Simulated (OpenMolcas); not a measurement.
# CH5OSi− (SMILES CO[SiH2-]) at CCSD(T)/6-31G(d) (Cartesian functions, electric field -0.002 a.u., field axis y)

What is the energy difference between two shapes of CH5OSi− at CCSD(T)/6-31G* (Cartesian functions, electric field -0.002 a.u., field axis y)? 

Program for the calculation: OpenMolcas 26.06.

3 further runs of the same task are left out: 1 that didn't finish, 2 set aside as unsound or not needed.

**1. The structure to begin with**

The species is CH5OSi− (8 atoms), meant as a singlet with charge -1. SMILES: `CO[SiH2-]`. The coordinates come from a GFN2-xTB relaxation. This is one conformer, not always the lowest.

Bond lengths: C1–O2 1.342 Å, O2–Si3 1.753 Å, C1–H4 1.110 Å, C1–H5 1.109 Å, C1–H6 1.105 Å, Si3–H7 1.526 Å, Si3–H8 1.497 Å. Angles: C1–O2–Si3 113.7°, O2–C1–H4 112.5°, O2–C1–H5 112.8°, O2–C1–H6 110.5°, O2–Si3–H7 99.1°, O2–Si3–H8 94.0°, H4–C1–H5 105.9°, H4–C1–H6 107.6°, H5–C1–H6 107.3°, H7–Si3–H8 100.4°.

**2. A single-point energy at CCSD(T)/6-31G(d) (Cartesian functions, electric field -0.002 a.u., field axis y)**

The input, struct.xyz:

```xyz
8

C     -0.497110     0.956740    -0.216970
O     -0.599520    -0.211900     0.434560
Si     0.471770    -1.456200    -0.179060
H     -0.757450     0.867050    -1.292030
H      0.528880     1.376040    -0.187260
H     -1.172130     1.709050     0.229470
H      1.807550    -0.853630     0.245430
H      0.218010    -2.387140     0.965870
```

The input, mol.inp:

```
&GATEWAY
  Coord = struct.xyz
  Basis = 6-31G*
  Group = NoSym

&SEWARD

&FFPT
  Dipole
  Y 0.002

&SCF
  Charge = -1
  PrOrbitals = 1 1

&RASSCF
  FileOrb = $Project.ScfOrb
  Spin = 1
  Nactel = 0 0 0
  Inactive = 17
  Ras2 = 0
  OutOrbitals = Canonical
  OrbListing = NoCore

&MOTRA
  JobIph
  Frozen = 7

&CCSDT
  CCT
  Triples = 2
  Iterations = 50
  Extrapolation = 5 4
```

Run with:

```sh
$ export MOLCAS_MEM=1860
$ pymolcas mol.inp > mol.log
```

The program printed:

```text
--- Start Module: gateway ---
[...]
--- Stop Module: gateway /rc=_RC_ALL_IS_WELL_ ---
[...]
      Basis functions           59
[...]
       Convergence after  14 Iterations
[...]
::    Total SCF energy                               -404.5174196170
[...]
      Total spin, S                                     0.0000000000
[...]
      Number of active orbitals                  0
[...]
      Spin quantum number                      0.0
[...]
      Active orbitals                            0
[...]
      Number of CSFs                             1
[...]
      Number of root(s) required                 1
[...]
      Convergence after  4 iterations
[...]
      Natural orbitals and occupation numbers for root  1
      ************************************************************************************************************************
      *                                                    Final results                                                     *
      ************************************************************************************************************************
[...]
::    RASSCF root number  1 Total energy:   -404.51741962
[...]
      Total electronic charge=   34.000000
      Total            charge=   -1.000000
[...]
      Dipole Moment (debye):
      Origin of the operator (angstrom)=   -0.0283   -0.5234   -0.0115
                   X= -1.2095E+00               Y=  3.3575E+00               Z=  3.7685E-01           Total=  3.5886E+00
      Center of Charge (angstrom)
[...]
--- Start Module: motra ---
[...]
      *** WARNING: Default frozen orbitals is overwritten by user input.
      *** Default values:   4
[...]
--- Stop Module: motra /rc=_RC_ALL_IS_WELL_ ---
--- Start Module: ccsdt ---
[...]
      Convergence after                    12  Iterations
      Total energy (diff) :    -404.94631825      -0.00000005
[...]
 METHOD                       : CCSD+T(CCSD)+<T3(1)WT1> = CCSD(T)
[...]
       CCSD     =      -404.9463182546189
[...]
--- Stop Module: ccsdt /rc=_RC_ALL_IS_WELL_ ---
[...]
```

Run time: 6.3 s. Hardware: 1 thread of Intel Xeon 6975P-C (Granite Rapids), shared host; peak memory 0.39 GiB.

**3. The distorted shape at the same level**

The input, struct.xyz:

```xyz
8

C     -0.508257     0.950489    -0.231072
O     -0.573513    -0.188851     0.457260
Si     0.496247    -1.451502    -0.167066
H     -0.769108     0.886836    -1.287769
H      0.513111     1.399058    -0.188632
H     -1.169072     1.701684     0.218380
H      1.810541    -0.872145     0.237128
H      0.237525    -2.372456     0.960102
```

The input, mol.inp:

```
* CH5OSi CCSD(T)
>>> EXPORT MOLCAS_PRINT=2

&GATEWAY
 Coord
 struct.xyz
 Basis
 6-31G*
 Group
 NoSym

&SEWARD

&FFPT
 Dipole
 Y 0.002

&SCF
 Charge
 -1
 PrOrbitals
 1 1

&RASSCF
 FileOrb
 $Project.ScfOrb
 Spin
 1
 Nactel
 0 0 0
 Inactive
 17
 Ras2
 0
 OutOrbitals
 Canonical
 OrbListing
 NoCore

&MOTRA
 JobIph
 Frozen
 7

&CCSDT
 CCT
 Triples
 2
 Iterations
 50
 Extrapolation
 5 4
```

Run with:

```sh
$ export MOLCAS_MEM=1860
$ pymolcas mol.inp > mol.log
```

The program printed:

```text
--- Start Module: gateway ---
[...]
--- Stop Module: gateway /rc=_RC_ALL_IS_WELL_ ---
[...]
      Basis functions           59
[...]
       Convergence after  14 Iterations
[...]
::    Total SCF energy                               -404.5155206378
[...]
      Total spin, S                                     0.0000000000
[...]
      Number of active orbitals                  0
[...]
      Spin quantum number                      0.0
[...]
      Active orbitals                            0
[...]
      Number of CSFs                             1
[...]
      Number of root(s) required                 1
[...]
      Convergence after  4 iterations
[...]
      Natural orbitals and occupation numbers for root  1
      ************************************************************************************************************************
      *                                                    Final results                                                     *
      ************************************************************************************************************************
[...]
::    RASSCF root number  1 Total energy:   -404.51552064
[...]
      Total electronic charge=   34.000000
      Total            charge=   -1.000000
[...]
      Dipole Moment (debye):
      Origin of the operator (angstrom)=   -0.0125   -0.5159   -0.0032
                   X= -1.1256E+00               Y=  3.2286E+00               Z=  4.0132E-01           Total=  3.4426E+00
      Center of Charge (angstrom)
[...]
--- Start Module: motra ---
[...]
      *** WARNING: Default frozen orbitals is overwritten by user input.
      *** Default values:   4
[...]
--- Stop Module: motra /rc=_RC_ALL_IS_WELL_ ---
--- Start Module: ccsdt ---
[...]
      Convergence after                    12  Iterations
      Total energy (diff) :    -404.94368039      -0.00000004
[...]
 METHOD                       : CCSD+T(CCSD)+<T3(1)WT1> = CCSD(T)
[...]
       CCSD     =      -404.9436803884118
[...]
--- Stop Module: ccsdt /rc=_RC_ALL_IS_WELL_ ---
[...]
```

It took 6.3 s on 1 thread of Intel Xeon 6975P-C (Granite Rapids), shared host; peak memory 0.39 GiB.

**4. Results**

Level: CCSD(T)/6-31G* (Cartesian functions, electric field -0.002 a.u., field axis y), 7 core orbitals frozen.

| quantity | value |
| --- | --- |
| first shape: total energy | -404.95687 Eh |
| first shape: HOMO–LUMO gap (to an unbound level, set by the basis) | 10.58 eV |
| first shape: correlation energy (7 core orbitals frozen) | -439.5 mEh |
| first shape: (T) correction | -10.55 mEh |
| distorted shape: total energy | -404.95415 Eh |
| distorted shape: HOMO–LUMO gap (to an unbound level, set by the basis) | 10.56 eV |
| distorted shape: correlation energy (7 core orbitals frozen) | -438.6 mEh |
| distorted shape: (T) correction | -10.47 mEh |
| energy change with the atoms displaced | 0.074 eV |

What this shows: With the atoms displaced the energy rises by 0.07 eV (7.1 kJ/mol). The first shape isn't relaxed at this level, so the change isn't measured from a minimum. Mulliken charges (first shape) of the mean-field density run from -0.75 on O2 to +0.10 on Si3. The triples (first shape) make up 2.4 % of the correlation energy. Mulliken charges (distorted shape) of the mean-field density run from -0.75 on O2 to +0.09 on H4; they depend strongly on the basis. The triples (distorted shape) make up 2.4 % of the correlation energy.
